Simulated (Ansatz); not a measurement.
Correlation energies of `N[SiH]` by basis set

```xyz
5

N     0.1636    0.2585   -0.4736
Si   -0.9685    0.1389    0.7984
H     0.9822   -0.3160   -0.5992
H     0.0679    0.9465   -1.2044
H    -0.2453   -1.0279    1.4789
```

Total charge 0; spin multiplicity 1. Geometry: relaxed with PBE0-D4/def2-TZVP. Frozen core, restricted reference, Ansatz. CBS rows extrapolate triple and quadruple zeta.

| basis | HF (Eh) | MP2 corr. |
| --- | --- | --- |
| def2-SVP | -344.97397 | -0.25900 |
| def2-TZVPP | -345.14597 | -0.32374 |
| def2-QZVPP | -345.15769 | -0.34712 |
| cc-pV(D+d)Z | -345.11589 | -0.26116 |
| cc-pV(T+d)Z | -345.14900 | -0.32429 |
| cc-pV(Q+d)Z | -345.15651 | -0.34709 |

Question: Estimate the CCSD correlation energy and the (T) correction in each basis where they were run (hartree).

Answer: 
```tsv
basis	CCSD corr.	(T)
def2-SVP	-0.28843	-0.00803
def2-TZVPP	-0.34972	-0.01358
def2-QZVPP	-0.36850	-0.01527
CBS(def2)	-0.38241	-0.01652
cc-pV(D+d)Z	-0.29146	-0.00815
cc-pV(T+d)Z	-0.35020	-0.01364
cc-pV(Q+d)Z	-0.36859	-0.01524
CBS(cc)	-0.38169	-0.01638
```
